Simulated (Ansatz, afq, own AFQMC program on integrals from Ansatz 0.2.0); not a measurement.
**CO, quintet: AFQMC among the cluster methods**

```xyz
2

O     0.0000    0.0000    0.0000
C     0.0000    0.0000    1.1955
```

Basis cc-pVTZ. Only valence electrons are correlated. Ansatz 0.2.0 and our own AFQMC program on the same integrals; the CISD trial comes from CCSD amplitudes, and released means the phaseless constraint is let go. Free projection: walkers drawn from exp(T), propagated without any constraint. Its projection time is finite, and what remains of the start isn't in its error. Error bars are statistical, one sigma.

Determinant: UHF, the one that the program's search chose, which needn't be the lowest solution. The geometry is a PBE0/def2-TZVP stationary point of this or a neighbouring charge and spin state.

No full CI on the walks' own integrals is used here; CCSDT(Q) serves as the reference and is uncertain by about the last step of the cluster series.

Cautions: another spin lies lower (by 11.72 eV).

* T1 diagnostic: 0.0159
* weight of the determinant in the CISD state: 0.933
* ⟨S²⟩ of the determinant: 6.013
* size of the correlated space: 10 electrons in 58 orbitals

```
  level  correlation energy (eV)
    MP2                  -6.4753
   CCSD                  -7.0419
CCSD(T)                  -7.2371
```

(1) Estimate where phaseless AFQMC with the Hartree–Fock trial lies against CCSD(T) on the same integrals.

(1) 1.01 ± 0.44 kcal/mol below CCSD(T).

Reference: CCSDT(Q), correlation energy -7.259 eV. The released energy is read at 2.40 1/Eh (meV from the phaseless value at times in 1/Eh: 7 ± 6 at 0.24, 0.3 ± 2.5 at 0.51, -8 ± 3 at 0.99, -7 ± 4 at 1.62, -10 ± 4 at 2.40).

| level | E − E(reference) (kcal/mol) | share of correlation (%) |
| --- | --- | --- |
| CCSD(T) | 0.50 | 99.70 |
| CCSDT | 0.13 | 99.92 |
| ph-AFQMC/HF | -0.51 ± 0.44 | 100.30 |
| ph-AFQMC/CISD | 0.11 ± 0.09 | 99.94 |
| released AFQMC | -0.11 ± 0.10 | 100.07 |
| free AFQMC | 0.08 ± 0.07 | 99.95 |

Free projections are given only where their last times agree within the noise and don't stop above the reference; a slow remainder of the start can still hide under it. A walk keeps the symmetry of its determinant, which the program's search chose and which needn't be the lowest solution, so a lower state of the same spin and another symmetry isn't excluded. Released energies are given only where the last usable release times agree within the noise; a slower fall can still hide under it.
